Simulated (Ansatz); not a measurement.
# FH3Si2: the cost of one run

Program: Ansatz 0.2.0, Gaussian basis. Level of theory: B3LYP-D4/def2-SVP. These are calculated values, not measurements.

1 further run of the same task is left out (it didn't finish).

**1. Where the work starts**

SMILES `F[SiH]=[SiH2]`, 6 atoms, charge 0, spin multiplicity 1.

Atoms are counted from 1 here; the program's logs count them from 0.

Bond lengths: F1–Si2 1.630 Å, Si2–Si3 2.210 Å, Si2–H4 1.466 Å, Si3–H5 1.475 Å, Si3–H6 1.474 Å. Angles: F1–Si2–Si3 111.1°, F1–Si2–H4 96.5°, Si3–Si2–H4 129.7°, Si2–Si3–H5 111.5°, Si2–Si3–H6 115.3°, H5–Si3–H6 102.7°.

Coordinates:

```mol
FH3Si2
  3D, bonds by distance, orders not assigned

  6  5  0  0  0  0  0  0  0  0999 V2000
   -1.5623   -1.3741    0.7020 F   0  0
   -0.0893   -1.0405    0.0898 Si  0  0
    0.1679    1.1312   -0.2259 Si  0  0
   -0.0601   -2.1383   -0.8808 H   0  0
    1.5388    1.4548   -0.6630 H   0  0
    0.0051    1.9670    0.9778 H   0  0
  1  2  8  0
  2  3  8  0
  2  4  8  0
  3  5  8  0
  3  6  8  0
M  END
```

**2. Dynamics**

Input file md/in.yaml:

```yaml
crystal:
  periodic: [false, false, false]
  atoms:
    - {symbol: F, position_ang: [-1.562320, -1.374130, 0.701980]}
    - {symbol: Si, position_ang: [-0.089330, -1.040490, 0.089830]}
    - {symbol: Si, position_ang: [0.167880, 1.131210, -0.225860]}
    - {symbol: H, position_ang: [-0.060080, -2.138330, -0.880750]}
    - {symbol: H, position_ang: [1.538750, 1.454770, -0.663040]}
    - {symbol: H, position_ang: [0.005100, 1.966960, 0.977840]}
basis:
  gaussian: {orbitals: def2-SVP}
hamiltonian: {xc: {name: B3LYP}, dispersion: d4}
md: {n_steps: 30, timestep: 0.5, temperature: 1000, ensemble: nvt_nose_hoover, seed: 729, initial_velocities: maxwell_boltzmann}
```

Started as:

```bash
ansatz run in.yaml --threads 2 --pin off --events-out ev --progress --plain --max-ram 3481MiB
```

Q: Estimate wall time and peak memory on 2 threads of Intel Xeon at 2.50GHz, shared host.

About 90 s, with a peak of 0.13 GiB.
